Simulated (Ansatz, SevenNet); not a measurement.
For rock-salt BaO, the machine-learned potential SevenNet-l3i5 (trained on PBE and PBE+U data) gives:

```
Quantity                Value
-------------------  --------
lattice parameter a   5.612 Å
bulk modulus B0      68.9 GPa
```

Q: What does HSE06 (PAW; Ansatz, a program for electronic structure) give for the same quantities?

A: 
- lattice constant a: 5.532 Å (drops by 1.4 %)
- bulk modulus: 75.4 GPa (goes up by 9.4 %)

For comparison: lattice constant a 5.54 Å (measured, 300 K, not corrected to a static lattice; as tabulated in Santana et al. (2016), arXiv:1608.06321); bulk modulus 74.1 GPa (measured, 300 K, not corrected to a static lattice; as tabulated in Santana et al. (2016), arXiv:1608.06321).

Changes are worked out from the printed values.

Unless a cell is named, each level is at its own relaxed cell (SevenNet-l3i5 22.09, HSE06 21.16 Å³/atom).

Ansatz's density-functional and Hartree–Fock values are scalar-relativistic unless marked +SOC, with PAW data made under PBE.
